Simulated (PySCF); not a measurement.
Electron affinity of P by level of theory

P⁻ [Ne] 3s2 3p4 (3P) → P [Ne] 3s2 3p3 (4S), as a difference of total energies. Calculation: PySCF 2.14, in dyall-av3z; the non-relativistic Hamiltonian (point nucleus). Correlated levels: valence: [Ne] frozen; virtual orbitals above 40 to 60 times the deepest correlated orbital energy dropped. The calculations carry no spin-orbit coupling.

Order these methods by the electron affinity they give, lowest first.
A. UHF
B. CCSD(T) (valence)
C. CCSD (valence)
D. MP2 (valence)

A (-0.325 eV), D (0.468 eV), C (0.546 eV), B (0.615 eV).

A first-order spin-orbit estimate (lowest level to lowest level, LS coupling) adds 0.012 eV.

Errors of the correlated levels include the incompleteness of this basis and the frozen core.

A negative affinity means that the anion lies above the atom at that level of theory.

For comparison: 0.747 eV (measured; photodetachment measurements, as compiled on the Wikipedia data page of electron affinities).
